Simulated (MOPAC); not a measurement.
MOPAC input (MNDO):

```
MNDO 1SCF CHARGE=1 GEO-OK AUX(PRECISION=9) THREADS=1
NO

N    -0.00000000 1   -0.00000000 1   -0.56338698 1
O     0.00000000 1    0.00000000 1    0.49296360 1
```

### Question
What heat of formation does the run end on, and which ionisation energy by Koopmans theorem?

### Answer
232.05 kcal/mol; 26.67 eV.
